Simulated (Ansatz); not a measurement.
Basis sets compared for MgF₂⁺ (the lowest doublet isomer of a short search). The state is a doublet with charge 1. Geometry PBE-D4/def2-TZVP. Ansatz on 4 threads of Arm Neoverse V1 on a shared host; times are rough, and most runs start from earlier orbitals.

```xyz
3

Mg    0.015    0.438   -0.875
F     0.446   -1.114   -0.004
F    -0.461    0.676    0.878
```

The structure comes from a short search, and lower isomers may exist.

| level | functions | energy (Eh) | HOMO (eV) | LUMO (eV) | wall time |
| --- | --- | --- | --- | --- | --- |
| PBE-D4/def2-SVP | 46 | -398.9085 | -14.97 | -13.85 | 0.5 s |
| PBE0-D4/def2-SVP | 46 | -398.9107 | -16.64 | -12.46 | 0.55 s |

Task: Estimate the rows for PBE-D4/def2-TZVP, PBE0-D4/def2-TZVP (with forces).

Result: 
| level | functions | energy (Eh) | HOMO (eV) | LUMO (eV) | wall time |
| --- | --- | --- | --- | --- | --- |
| PBE-D4/def2-TZVP | 94 | -399.2274 | -15.11 | -13.92 | 0.75 s |
| PBE0-D4/def2-TZVP (with forces) | 94 | -399.2293 | -16.70 | -12.48 | 1.6 s |
